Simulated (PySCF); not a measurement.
Gas-phase reaction: 2 BCl2 + 2 HCl + BH = 3 BHCl2

Method: PySCF energies plus ideal-gas RRHO corrections (1 bar). † marks an energy on the PBE0/def2-TZVP geometry and frequencies; other levels use their own. MP2 and CCSD(T) freeze the core. 6-31G* has spherical d functions here. Open shells (unrestricted): BCl2 (multiplicity 2); the rest are closed-shell singlets. MP2 isn't extrapolated to the basis-set limit. CCSD(T) isn't extrapolated to the basis-set limit.

```
level                ΔH°(298 K), kJ
-------------------  --------------
CCSD(T)/def2-TZVPP†             [?]
HF/6-31G*                      -882
HF/def2-TZVP†                  -833
MP2/def2-SVP†                   [?]
MP2/def2-TZVPP†                -980
```

**Question.** Complete the blanks.

**Answer.** 
- CCSD(T)/def2-TZVPP†, ΔH°(298 K), kJ: -932
- MP2/def2-SVP†, ΔH°(298 K), kJ: -999
